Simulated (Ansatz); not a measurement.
Cost and result for the atomization energy of `B1BC1` (7 atoms, 7 bonds).

Z-matrix (Å, degrees):
```
B
C 1 1.596
B 1 1.543 2 55.5
H 1 1.431 2 44.1 3 -180.0
H 1 1.188 2 134.6 3 -180.0
H 2 1.086 1 160.6 3 -180.0
H 3 1.180 1 159.8 2 180.0
```

The species carries charge 0 and has multiplicity 1. The geometry is a stationary point of PBE0-D4/def2-TZVP. Program: Ansatz. All runs use 2 threads of an AMD EPYC 9B14 on a shared host. Times are those of one run each, without the atoms' runs, and a repeat can differ threefold. Electronic energies, without spin–orbit coupling; frozen cores. CCSD(T)/CBS adds CCSD(T) − MP2 in def2-TZVPP to the MP2 limit, and its time is that of the two runs behind it. T1 = 0.012. HSE06 is the plane-wave form, built on full-range PBE exchange.

CCSD(T)/CBS is a level of theory with its own doubt, some kJ/mol a heavy atom from the limit and from the frozen cores, so smaller differences don't rank the functionals.

```json
{"level": "CCSD(T)/def2-SVP", "functions": "62", "wall time": "0.6 s"}
{"level": "revPBE-D4/def2-TZVPP", "functions": "149", "wall time": "0.8 s"}
{"level": "BLYP-D4/def2-TZVPP", "functions": "149", "wall time": "0.85 s"}
{"level": "PBE0-D4/def2-TZVPP", "functions": "149", "wall time": "0.95 s"}
{"level": "HSE06-D4/def2-TZVPP", "functions": "149", "wall time": "1 s"}
{"level": "CAM-B3LYP-D4/def2-TZVPP", "functions": "149", "wall time": "1.1 s"}
{"level": "r2SCANh-D4/def2-TZVPP", "functions": "149", "wall time": "1.4 s"}
{"level": "B2PLYP/def2-TZVPP", "functions": "149", "wall time": "1.6 s"}
{"level": "B97M-V/def2-TZVPP", "functions": "149", "wall time": "2.6 s"}
{"level": "ωB97M-V/def2-TZVPP (with forces)", "functions": "149", "wall time": "3.3 s"}
{"level": "MP2/def2-QZVPP", "functions": "291", "wall time": "4.7 s"}
{"level": "CCSD(T)/def2-TZVPP", "functions": "149", "wall time": "7 s"}
{"level": "CCSD(T)/CBS(def2)", "functions": "–", "wall time": "12 s"}
```

(1) What atomization energy does each give, and how far from CCSD(T)/CBS? (An estimate is asked.)

Results:

(1) Ansatz gave: 
| level | atomization (kJ/mol) | difference from CCSD(T)/CBS | per bond |
| --- | --- | --- | --- |
| CCSD(T)/def2-SVP | 2422.8 | -97.0 | -13.9 |
| revPBE-D4/def2-TZVPP | 2549.8 | 30.0 | 4.3 |
| BLYP-D4/def2-TZVPP | 2539.3 | 19.5 | 2.8 |
| PBE0-D4/def2-TZVPP | 2580.5 | 60.7 | 8.7 |
| HSE06-D4/def2-TZVPP | 2582.3 | 62.5 | 8.9 |
| CAM-B3LYP-D4/def2-TZVPP | 2559.2 | 39.4 | 5.6 |
| r2SCANh-D4/def2-TZVPP | 2571.5 | 51.7 | 7.4 |
| B2PLYP/def2-TZVPP | 2527.7 | 7.9 | 1.1 |
| B97M-V/def2-TZVPP | 2580.8 | 61.0 | 8.7 |
| ωB97M-V/def2-TZVPP (with forces) | 2561.2 | 41.4 | 5.9 |
| MP2/def2-QZVPP | 2552.3 | 32.5 | 4.6 |
| CCSD(T)/def2-TZVPP | 2464.5 | -55.3 | -7.9 |
| CCSD(T)/CBS(def2) | 2519.8 | 0.0 | 0.0 |

From BLYP to BHLYP (50 % exact exchange), in def2-TZVPP and without D4, the atomization energy moves by −38.8 kJ/mol: exact exchange takes away binding that semilocal exchange gives to molecules. At CCSD(T), def2-SVP lies −97.0 kJ/mol from the extrapolated value and def2-TZVPP −55.3 kJ/mol: correlation converges slowly with the basis, and small sets miss more of it in the bonded molecule than in its fragments. In def2-TZVPP, CCSD(T) changes the Hartree–Fock value by +534.3 kJ/mol (the triples alone add +39.1 kJ/mol) and MP2 by +589.5 kJ/mol; breaking electron pairs costs correlation energy, which Hartree–Fock lacks.
